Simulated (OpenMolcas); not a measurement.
Cl2 (chlorine): a line through the functionals

Cl2: 2 atoms, total charge 0, spin state singlet. SMILES: `ClCl`. The shape is that of a PBE0-D4/def2-TZVP optimisation.

The HOMO–LUMO gap y, in eV, basis aug-cc-pVTZ; a is the functional's share of exact exchange. Programs: OpenMolcas 26.06.

| functional | program | a | y (eV) |
| --- | --- | --- | --- |
| BLYP | OpenMolcas | 0 | 3.09 |
| PBE | OpenMolcas | 0 | 3.12 |
| B3LYP | OpenMolcas | 0.2 | 5.09 |
| PBE0 | OpenMolcas | 0.25 | ? |
| BHLYP | OpenMolcas | 0.5 | 8.07 |

Q: Fit y = c + s·a to the known rows and predict PBE0.

A: 
1. Means of the 4 rows: a = 0.1750, y = 4.843.
2. Σ(Δa)² = 0.1675, Σ(Δa·Δy) = 1.6633, so the slope is 1.6633/0.1675 = 9.9301.
3. Intercept: 4.843 − (9.9301) × 0.1750 = 3.105. The largest residual of the fit is 0.015.
4. PBE0: 3.105 + (9.9301) × 0.25 = 5.59 eV.

The run gave 5.63 eV, so the prediction is off by -0.04 eV, more than the scatter of the fit. Exact exchange lowers occupied levels and raises empty ones.
